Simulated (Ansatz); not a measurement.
# SiNH2+ (quintet): wave-function methods side by side, cc-pVDZ

One table from this session's results is given with a row withheld; the runs are named, their logs left out.

Computed with Ansatz 0.2.0, Gaussian basis. Level: cc-pVDZ, core rule «outside noble gas», up to 6 orbitals frozen.

The runs, in order: UHF; CCSD(T) on ROHF; CCSD(T) on UHF; BCCD(T) on ROHF; CISD; CCSDT(Q) on ROHF; CCSDT(Q) on UHF; CASSCF and MRCISD+Q, 10 electrons in 10 orbitals; CASSCF and NEVPT2, 10 electrons in 10 orbitals.

37 further runs of the same task are left out: 10 for a known fault of the program, 13 that didn't finish, 14 set aside as unsound or not needed.

## The geometry

The geometry is a PBE0/def2-TZVP stationary point (not a proven minimum) of the parent state, kept for this charge and spin.

4 atoms, charge 1, spin multiplicity 5.

Atoms are counted from 1 here; the program's logs count them from 0.

Bond lengths: Si1–N2 1.803 Å, Si1–H3 1.495 Å, N2–H4 1.024 Å. Angles: N2–Si1–H3 111.4°, Si1–N2–H4 113.2°.

The first run:

Input file in.yaml:

```yaml
crystal:
  periodic: [false, false, false]
  atoms:
    - {symbol: Si, position_ang: [0.009460, -0.103752, 0.602203]}
    - {symbol: N, position_ang: [-0.087242, 0.144329, -1.180713]}
    - {symbol: H, position_ang: [0.265634, 1.182906, 1.319057]}
    - {symbol: H, position_ang: [0.683123, -0.297565, -1.691380]}
basis:
  gaussian: {orbitals: cc-pVDZ}
total_charge: 1
magnetization: {spin_polarized: true, initial_magnetization: 4}
hamiltonian: {xc: hf}
output: {orbitals: {seedname: orbitals}}
```

Run with:

```sh
$ ansatz run in.yaml --threads 1 --pin off --events-out ev --progress --plain --max-ram 2393MiB
```

Among the steps run: UHF; CCSD(T) on ROHF; CCSD(T) on UHF; BCCD(T) on ROHF; CISD; CCSDT(Q) on ROHF; CCSDT(Q) on UHF; CASSCF and MRCISD+Q, 10 electrons in 10 orbitals; CASSCF and NEVPT2, 10 electrons in 10 orbitals.

One of the session's tables, all rows but one given; the rest of the session is left out.

| method | from UCCSDT(Q) (kJ/mol) |
| --- | --- |
| ROHF | +512.5 |
| UHF | +493.9 |
| RMP2 | +103.0 |
| UMP2 | +101.8 |
| CISD | +37.7 |
| RCCSD | +13.4 |
| UCCSD | +13.1 |
| RCCSD(T) | +3.3 |
| UCCSD(T) | +3.1 |
| BCCD(T) | +3.2 |
| RCCSDT | +0.7 |
| UCCSDT | +0.5 |
| RCCSDT(Q) | +0.2 |
| UCCSDT(Q) | 0 |
| CASSCF valence | ? |
| NEVPT2 valence | +86.4 |
| MRCISD valence | +22.9 |
| MRCISD+Q valence | +5.1 |

Q: Estimate the row for CASSCF valence from the others.

The run gave: from UCCSDT(Q) (kJ/mol): +352.5. In the column «from UCCSDT(Q) (kJ/mol)» it lies between RMP2 (+103.0) and UHF (+493.9).

Among the levels timed on like hardware and quicker than the yardstick, those that no quicker one beats, quickest first: BCCD(T) (4.7 s, +3.2 kJ/mol); UCCSD(T) (8 s, +3.1 kJ/mol).

Limits of these values: Of the multireference levels listed MRCISD+Q valence comes nearest in total energy (+5.1 kJ/mol), which doesn't show that its space is the better one. Restricted and unrestricted rows rest on different reference determinants; where their highest levels disagree by more than a few hundredths of an eV, they describe different states and don't form one ladder.
